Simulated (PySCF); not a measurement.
## Working out the ionisation energy of C

C [He] 2s2 2p2 (3P) → C⁺ [He] 2s2 2p1 (2P). Computed with PySCF 2.14 in ANO-RCC-VQZP, with scalar relativity by spin-free X2C-1e. Frozen: nothing. Energies in hartree (1 hartree = 27.21139 eV):

```
             part   C (lower)  C⁺ (upper)
              UHF  -37.708527  -37.311794
MP2 opposite-spin   -0.071683   -0.063426
    MP2 same-spin   -0.016102   -0.005905
```

**Question.** What does Hartree-Fock give?

**Answer.** (-37.311794) − (-37.708527) = 0.396733 hartree = 10.796 eV.

**Question.** What do MP2 and SCS-MP2 (6/5 opposite-spin, 1/3 same-spin) give?

**Answer.** The opposite-spin parts differ by 0.225 eV and the same-spin parts by 0.277 eV. MP2: 10.796 + (0.225) + (0.277) = 11.298 eV. SCS-MP2: 10.796 + 1.2 × (0.225) + (0.277)/3 = 11.158 eV.

Measured between the centres of the two terms (NIST): 11.262 eV, so MP2 (valence and next inner shell) is off by 0.036 eV.

What remains against the reference includes basis incompleteness and correlation beyond second order.
